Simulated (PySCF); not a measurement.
**From OPBE/pcSseg-1 to LDA/pcSseg-1: the mean 13C shielding of 10 molecules**

PySCF (NMR shieldings with GIAOs, density fitting), isolated neutral molecules in closed-shell states, PBE0-D3(BJ)/def2-SVP geometries kept fixed through all settings. OPBE: no exact exchange; LDA: no exact exchange.

Mean 13C shielding (ppm):

```tsv
molecule	OPBE/pcSseg-1	LDA/pcSseg-1
CC#C[C@@H](C)F	130.4	121.9
C=CC/C=C/F	75.5	61.0
F[C@@]12CC[C@@H]1C2	149.9	143.4
FC1=CCCC1	114.7	105.5
C=C(C)C(=C)F	80.2	66.9
CCC1=C[C@@H]1F	113.9	104.5
C=CC/C=C\F	76.0	?
F[C@H]1[C@H]2CC[C@@H]12	153.1	147.8
C=CC(F)C=C	67.4	52.2
C=CCC(=C)F	75.5	61.1
```

**Question.** What should LDA/pcSseg-1 give for `C=CC/C=C\F`?

**Answer.** The functional change moves the other 9 molecules by -10.7 ppm on average (standard deviation 3.7), which puts `C=CC/C=C\F` at 76.0 − 10.7 = 65.3 ppm. A straight line through the pairs, y = 1.111x − 22.53, gives 61.9 ppm. The run gave 61.7 ppm: the mean change misses by 3.6, the line by 0.2 ppm.

**Question.** Which of the two rules would one have trusted beforehand?

**Answer.** Leaving out each listed molecule in turn and predicting it from the rest, the mean change misses by 3.65 ppm on average and the line by 0.49; so the fitted line, and for `C=CC/C=C\F` it was the closer one.

**Question.** How even is the effect, and which conclusions about the order would change?

**Answer.** Among the 9 molecules with both values given it runs from -15.2 ppm for `C=CC(F)C=C` to -5.3 ppm for `F[C@H]1[C@H]2CC[C@@H]12`; `C=CC/C=C\F` moves by -14.3 ppm, inside this range. The change is of one sign for all of them. No pair among the 9 changes order.

The figures describe these molecules alone; neither level is taken as the truth.
